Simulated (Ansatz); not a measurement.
Born–Oppenheimer molecular dynamics of H5Si2 (7 atoms, charge 0, multiplicity 2). It starts at the highest image of a converged band, a first-order saddle point between two minima.

Theory: UKS LDA/def2-SVP in Ansatz 0.2.0.

* ensemble: NVE (velocity Verlet)
* time step: 0.5 fs
* steps asked: 200
* starting velocities drawn for: 300 K
* seed: 12259

First frame:

```xyz
7
Properties=species:S:1:pos:R:3
Si -0.158 -1.112 -0.074
Si 0.034 1.103 0.070
H 0.085 -1.774 1.250
H -0.940 -1.978 -1.040
H 0.223 1.731 -1.280
H -0.464 2.077 1.118
H 1.283 -0.116 -0.089
```

(1) How far do the bonds stretch over the last three quarters of this one trajectory? (Pairs bonded in most of those frames.)

## Answers

(1) 
```csv
bond,mean (Å),spread (Å),shortest,longest
Si1–Si2,2.354,0.097,2.21,2.50
Si1–H3,1.519,0.011,1.50,1.54
Si1–H4,1.531,0.014,1.50,1.56
Si2–H5,1.515,0.032,1.46,1.58
Si2–H6,1.533,0.046,1.45,1.64
Si2–H7,1.520,0.048,1.45,1.61
```

Mean temperature of the second half: 1202 K. The conserved energy stayed within 0.09 meV per atom of its start (net change 0.029 meV per atom), so the integration is sound. The system heated up, since it started high on the potential surface and ran downhill. A run of 0.1 ps of so small a system gives no equilibrium averages.

Time of the run: 3.5 min on 1 thread of Arm Neoverse V2, on a shared host, peak memory 0.23 GiB.
